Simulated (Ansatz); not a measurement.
# CH₃ClSi, SMILES C[Si]Cl: an active-space calculation

Computed with Ansatz 0.2.0 through its Python package.

Interactive session:
```pycon
>>> import ansatz
>>> from ase import Atoms
>>> atoms = Atoms(["C", "Si", "Cl", "H", "H", "H"], positions=[
...     (-0.3983, 0.342, -0.1779),
...     (0.2782, -0.6354, 1.1618),
...     (1.9015, -1.6113, 0.432),
...     (0.3418, 1.1401, -0.5624),
...     (-1.3315, 0.9189, 0.1402),
...     (-0.7496, -0.2183, -1.0399),
... ])
>>> molecule = ansatz.Crystal.molecule_from_ase(atoms)
>>> job = (
...     molecule.calculation()
...     .basis(gaussian="6-31G*")
...     .correlation(active_electrons=4, active_orbitals=4)
... )
>>> for method in ["sc_nevpt2"]:
...     data = (job if method is None else job.correlation(method)).run(threads=1, backend="cpu").report
...     space = data["configurations"]
...     state = space["states"][0]
...     print(method or "casscf", f"total {data['free_energy_ev'] / 27.211386246:.6f} Ha, active-space state {state['energy']['hartree']:.6f} Ha, mean field {data['reference_energy_ev'] / 27.211386246:.6f} Ha")
...     print("  determinants", state["n_determinants"], " natural occupations", [round(n, 3) for n in space["natural_occupations"]])
...
sc_nevpt2 total -788.340420 Ha, active-space state -788.044112 Ha, mean field -788.007882 Ha
  determinants 36  natural occupations [1.98, 1.918, 0.082, 0.02]
>>> print("effectively unpaired electrons, sum of min(n, 2 - n):", round(sum(min(n, 2 - n) for n in space["natural_occupations"]), 3))
effectively unpaired electrons, sum of min(n, 2 - n): 0.204
```

Caveats:
- Total energies depend on the basis set; only differences at equal settings carry meaning.
- The geometry is a force-field or estimated start, not a minimum of this method, and the basis set is short of its limit. The active space starts as a window about the frontier orbitals and is then optimised, not chosen by chemistry.
- It ran for 2.6 s on 1 thread of Arm Neoverse V1 (shared host), peak memory 0.19 GiB.
